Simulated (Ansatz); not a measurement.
Cost and result up the ladder for SiEtH3 (C₂H₈Si) (11 atoms). Charge 0, multiplicity 1. Geometry: r2SCAN-D4/def2-TZVP.

```
atom    x (Å)    y (Å)    z (Å)
 Si1   0.8357  -1.1892   0.2135
  C2  -0.3833   0.1924   0.5738
  C3  -0.6156   1.1205  -0.6228
  H4  -0.0138   0.7641   1.4325
  H5  -1.3288  -0.2584   0.8958
  H6  -1.3356   1.9085  -0.3867
  H7   0.3134   1.6052  -0.9343
  H8  -1.0012   0.5698  -1.4850
  H9   2.1368  -0.6227  -0.2360
 H10   0.3168  -2.0659  -0.8717
 H11   1.0757  -2.0245   1.4210
```

Ansatz on 4 threads of Intel Xeon on a shared host. Times are rough, and most runs start from the orbitals of an earlier one. ωB97X-V/def2-TZVP serves as the yardstick here, not as an exact answer. Differences are given only for rows in sets of like size (and for xTB, whose basis is part of the method), since another set adds its own error. Binding counts from free atoms at the same level (Si triplet, C triplet, H doublet; other spins of the atoms weren't run), without zero-point energy or a counterpoise term.

B3LYP takes the VWN-RPA correlation.

| level | functions | wall time | binding energy per atom (eV) | difference from ωB97X-V/def2-TZVP (eV) |
| --- | --- | --- | --- | --- |
| HF/STO-3G | 27 | 0.3 s | 3.67 | – |
| HF/6-31G | 47 | 0.51 s | 2.60 | – |
| B3LYP-D4/6-31G | 47 | 1 s | 3.51 | – |
| PBE0-D4/def2-SVP | 86 | 1.2 s | 3.63 | – |
| PBE-D4/def2-SVP | 86 | 1.2 s | 3.64 | – |
| LDA (SPW92)/def2-TZVP | 147 | 1.8 s | 4.02 | 0.39 |
| revPBE-D4/def2-TZVP | 147 | 2.2 s | 3.58 | -0.06 |
| BHLYP-D4/def2-TZVP | 147 | 2.2 s | 3.58 | -0.06 |
| PBE0-D4/def2-TZVP | 147 | 2.3 s | 3.61 | -0.02 |
| PBE-D4/def2-TZVP (with forces) | 147 | 2.3 s | 3.63 | 0.00 |
| r2SCAN-D4/def2-TZVP | 147 | 2.9 s | 3.62 | -0.01 |
| r2SCAN0-D4/def2-TZVP | 147 | 3.4 s | 3.60 | -0.03 |
| r2SCANh-D4/def2-TZVP | 147 | 3.7 s | 3.61 | -0.02 |
| ωB97X-V/def2-TZVP | 147 | 6.5 s | 3.64 | 0.00 |
